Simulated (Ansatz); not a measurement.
# AlH2Si: the cost of one run

Method: def2-TZVPP, core rule «outside noble gas», up to 10 orbitals frozen; program: Ansatz 0.2.0, Gaussian basis.

Plan: UHF; ROHF; CCSD(T) on UHF.

### Step 1. The geometry

The geometry is a PBE0/def2-TZVP stationary point (not a proven minimum) of the parent state, kept for this charge and spin.

4 atoms, charge 0, spin multiplicity 6.

Atoms are counted from 1 here; the program's logs count them from 0.

Bond lengths: Si1–Al2 2.409 Å, Al2–H3 1.583 Å, Al2–H4 1.583 Å. Angles: Si1–Al2–H3 117.4°, Si1–Al2–H4 117.4°, H3–Al2–H4 125.2°.

### Step 2. UHF

in.yaml

```yaml
crystal:
  periodic: [false, false, false]
  atoms:
    - {symbol: Si, position_ang: [0.000000, 0.000000, 1.249328]}
    - {symbol: Al, position_ang: [0.000000, 0.000000, -1.159384]}
    - {symbol: H, position_ang: [0.000000, 1.405470, -1.888034]}
    - {symbol: H, position_ang: [0.000000, -1.405470, -1.888034]}
basis:
  gaussian: {orbitals: def2-TZVPP}
magnetization: {spin_polarized: true, initial_magnetization: 5}
hamiltonian: {xc: hf}
output: {orbitals: {seedname: orbitals}}
```

The run is started by

```console
ansatz run in.yaml --threads 1 --pin off --events-out ev --progress --plain --max-ram 2816MiB --backend cpu
```

**Question.** How long does this run take on 1 thread of AMD EPYC 7R13, shared host, and how much memory does it need?

About 6 s, with a peak of 0.28 GiB.
